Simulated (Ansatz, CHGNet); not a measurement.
For corundum (α-Al2O3), the machine-learned potential CHGNet-r²SCAN (trained on r²SCAN data) gives:

- equilibrium lattice constant a: 4.754 Å
- lattice parameter c: 12.979 Å

Q: What does r²SCAN (PAW; Ansatz, an electronic-structure program) give for the same quantities?

A: 
- lattice constant a: 4.759 Å (goes up by 0.1 %)
- lattice parameter c: 12.995 Å (grows by 0.1 %)

For comparison: lattice constant a 4.759 Å (measured, temperature not stated, not corrected to a static lattice; as tabulated in Lallet et al. (2009), arXiv:0801.3594); lattice parameter c 12.991 Å (measured, temperature not stated, no zero-point or thermal correction; as tabulated in Lallet et al. (2009), arXiv:0801.3594).

Changes are worked out from the printed values.

Unless a cell is named, each level is at its own relaxed cell (CHGNet-r²SCAN 8.47, r²SCAN 8.49 Å³/atom).

Ansatz's density-functional and Hartree–Fock values are scalar-relativistic unless marked +SOC, with PAW data made under PBE.
